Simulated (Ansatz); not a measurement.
PbO (Pbcm, No. 57) was calculated with HSE06 (Ansatz, a quantum-chemistry and plane-wave program, plane waves, PAW).

Numerical settings: plane-wave cutoff 500 eV, 6×4×4 k mesh (along the axes of the cell as run), gaussian smearing 0.02 eV, scalar-relativistic PAW data made under PBE.

Cell (relaxed with r²SCAN):

PbO is taken in the orthorhombic space group Pbcm (No. 57), Pearson symbol oP8. Lattice parameters: a = 6.1554 Å, b = 5.6453 Å, c = 4.7182 Å, α = β = γ = 90.00°. Pb on 4d is coordinated by 2 O at 2.226–2.259 Å and 2 O at 2.472 Å. O on 4d sees 2 Pb at 2.226–2.259 Å and 2 Pb at 2.472 Å. (Neighbours: up to the widest gap in distance over summed covalent radii, below 1.35, at either atom; cation-cation and far metal-metal contacts left out.)

Predict the band gap.


- band gap = 3.11 eV (on the SCF k mesh)

Note: cell and atoms aren't relaxed at this level (largest force component 0.22 eV/Å, pressure -0.4 GPa); the cell has widely spaced layers and the level no dispersion term, so their spacing and the moduli can rest on weak binding.

Spin–orbit coupling is not included; with these elements it can move the gap by several tenths of an eV or more.

Computing time: about 10 core-minutes (a rough figure).
